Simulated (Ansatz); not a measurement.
The cluster NaF2⁻ (the lowest singlet isomer of a short search) was relaxed with r2SCAN-D4 (def2-TZVPD) in Ansatz in these states: charge -1 quintet, charge -1 singlet, charge -1 triplet. The geometries follow in no particular order.

A:

Cartesian coordinates in Å:
```
Na -0.0001 0.0009 -0.0001
F -1.2581 -0.7957 -3.8136
F 1.2582 0.7948 3.8137
```

B:

```csv
atom,x (Å),y (Å),z (Å)
Na1,1.011,0.628,0.442
F2,0.023,-1.167,-0.219
F3,-1.034,0.539,-0.224
```

C:

```xyz
3

Na   -0.0001    0.0000   -0.0001
F    -1.3300   -1.5494   -0.1135
F     1.3301    1.5493    0.1136
```

Q: Judge from the bond lengths which geometry belongs to which state (an estimate).

A: A is the charge -1 quintet (Na1–F2 4.094 Å, Na1–F3 4.094 Å); B is the charge -1 triplet (Na1–F2 2.152 Å, Na1–F3 2.152 Å); C is the charge -1 singlet (Na1–F2 2.045 Å, Na1–F3 2.045 Å).

At r2SCAN-D4/def2-TZVPD the highest occupied level of the charge -1 quintet lies above zero (up to 1.18 eV). The electron is either unbound and held by the finite basis, or the level is raised by self-interaction error. At r2SCAN-D4/def2-TZVPD the highest occupied level of the charge -1 triplet lies above zero (up to 1.13 eV). At PBE0-D4/def2-TZVPD a singlet lies 10.67 eV below the charge -1 quintet. At PBE0-D4/def2-TZVPD a singlet lies 3.94 eV below the charge -1 triplet. These are the stationary points nearest to one start from a short search; other shapes may lie lower in each state. The charge -1 quintet has come apart into loosely held pieces.
